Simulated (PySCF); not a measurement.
## Relaxation of singlet Si(OH)₂

Computed with PBE0/[Si def2-SVP, O def2-SVP, H def2-SVP], no relativity, density fitting, PySCF. A (50,194) grid was used.

A start displaced from a saddle point along its imaginary mode, of C2v symmetry, held to at least that symmetry:

```xyz
5
charge 0 multiplicity 1, angstrom
Si    0.0287    0.0210    0.0061
O    -0.3679   -0.0139    1.6460
O     0.3296   -0.0139   -1.6541
H    -0.6442   -0.0697    2.5757
H     0.4531   -0.0697   -2.6161
```

Question: What forces act on the atoms at the start (eV/Å)?

Answer: 
| atom | Fx | Fy | Fz |
| --- | --- | --- | --- |
| Si1 | 0.32 | 0.24 | 0.07 |
| O2 | -0.18 | -0.10 | 0.16 |
| O3 | -0.10 | -0.10 | -0.22 |
| H4 | 0.03 | -0.01 | -0.24 |
| H5 | -0.07 | -0.01 | 0.23 |

Question: What does it relax to?

Answer: It ends at C2v with O–H 0.965 Å (×2), Si–O 1.671 Å (×2); H–O–Si 123.8° (×2), O–Si–O 104.6° (after a last refinement on a finer grid). A frequency run shows a minimum. Other isomers or separated fragments may lie lower.

Question: How much energy is released, and in how many steps?

Answer: 211.2 kJ/mol in 28 steps.
